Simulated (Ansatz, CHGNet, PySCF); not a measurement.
## Rock-salt MgS, cohesive energy

Reference value: 4.04 eV/atom (measured, corrected for zero-point motion; as tabulated in Goldzak et al. (2022), arXiv:2208.04865).

```json
[
 {"level (code)": "CHGNet 0.3.0", "value (eV/atom)": "4.03", "cell (Å³/atom)": "17.85", "error (eV/atom)": "-0.01"},
 {"level (code)": "LDA (Ansatz)", "value (eV/atom)": "4.36", "cell (Å³/atom)": "16.87", "error (eV/atom)": "+0.32"},
 {"level (code)": "PBE (Ansatz)", "value (eV/atom)": "3.72", "cell (Å³/atom)": "17.88", "error (eV/atom)": "-0.32"},
 {"level (code)": "rVV10 (Ansatz)", "value (eV/atom)": "3.81", "cell (Å³/atom)": "17.98", "error (eV/atom)": "-0.23"},
 {"level (code)": "CCSD (PySCF)", "value (eV/atom)": "3.97 ± 0.1", "cell (Å³/atom)": "17.61", "error (eV/atom)": "-0.07"}
]
```

Leaving aside CHGNet 0.3.0 (doubt noted below): Closest of the ranked levels: CCSD (-0.07 eV/atom). Once the reference is moved by up to 0.03 eV/atom (a margin picked here for doubts on the reference and the settings) and values within 0.03 eV/atom count as equal, the farthest can be LDA (+0.32 eV/atom) or PBE (-0.32 eV/atom). Within 0.5 eV/atom: LDA, PBE, rVV10, CCSD.

Free atoms are spin-polarised, in the lowest state found; at levels without +SOC their spin–orbit coupling is left out.  A ± on a computed value is a rough bar: the spread of its extrapolation, a floor set from checks against published values, or a statistical error. CHGNet 0.3.0: free atoms can lie outside what these potentials were trained on. CHGNet 0.3.0: the energies of CHGNet 0.3.0 can hold anion corrections fitted to measured formation enthalpies. Each level is taken at its own relaxed cell. Ansatz's density-functional and Hartree–Fock values are scalar-relativistic unless marked +SOC, with PAW data made under PBE.

Machine-learned potentials (CHGNet 0.3.0) are trained on DFT data: a solid inside that data is no test of them.

Differences are worked out from the printed values.

Ansatz is an electronic-structure program.
